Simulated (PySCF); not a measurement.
**A thermochemical cycle for Si2**

PBE0 in PySCF with def2-TZVP on every atom, for the lowest determinant that a PBE0 search found; no spin–orbit coupling. Si2, a triplet (π ↑↑), has De = 3.34 eV to neutral atoms, and Si₂⁺, a quartet (σ ↑, π ↑↑), has De = 3.71 eV to Si⁺ + Si.

The adiabatic ionisation energy of Si2, between the minima, is 7.85 eV.

Problem. Which ionisation energy of the Si atom does this level give?

Solution. IE(Si) = IE(molecule) + De(ion) − De(neutral) = 7.85 + 3.71 − 3.34 = 8.22 eV; the measured value is 8.152 eV (NIST ASD).

States were picked by a PBE0 search and need not be the measured ground states.
